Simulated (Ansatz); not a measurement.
Gas-phase electronic energies from Ansatz, PBE0-D4/def2-TZVP geometries. CCSD(T)/CBS is the MP2 limit (def2-TZVPP, def2-QZVPP) plus CCSD(T) − MP2 in def2-TZVPP, frozen cores. This one scheme is used for every species. DFT in def2-TZVPP. B3LYP here is the variant with VWN-RPA as its local correlation; programs differ in this. Each species was taken in one conformer, which may not be the lowest.

`[BH]` + `ClCC(Cl)Cl` → `[B]Cl` + `ClCCCl`  (formal exchange of groups at a B–H bond)

| level | ΔE (eV) | difference from CCSD(T)/CBS |
| --- | --- | --- |
| PBE-D4 | -2.84 | -0.16 |
| r2SCAN-D4 | -2.90 | -0.22 |
| PBE0-D4 | -2.80 | -0.12 |
| ωB97M-V | -2.77 | -0.09 |
| PBE | -2.89 | -0.21 |
| r2SCAN | -2.92 | -0.24 |
| PBE0 | -2.85 | -0.17 |
| B3LYP | -2.85 | -0.17 |
| HF/def2-TZVPP | -2.70 | -0.02 |
| MP2/def2-TZVPP | -2.74 | -0.06 |
| SCS-MP2/def2-TZVPP | -2.68 | 0.00 |
| CCSD(T)/def2-TZVPP | -2.71 | -0.03 |
| MP2/def2-QZVPP | -2.73 | -0.05 |
| SCS-MP2/def2-QZVPP | -2.67 | 0.01 |
| MP2/CBS(def2) | -2.72 | -0.04 |
| CCSD/CBS(def2) | -2.65 | 0.03 |
| CCSD(T)/CBS | -2.68 | 0 |

Largest T1 diagnostic among the species: 0.016.

The D4 term adds +0.09 eV with B3LYP and +0.05 eV with PBE0; it sums over pairs of atoms, weighted by their polarisabilities, and B3LYP, whose exchange is more repulsive, gets the larger term. From PBE to PBE0 (25 % exact exchange), in def2-TZVPP and without D4, ΔE moves by +0.04 eV.
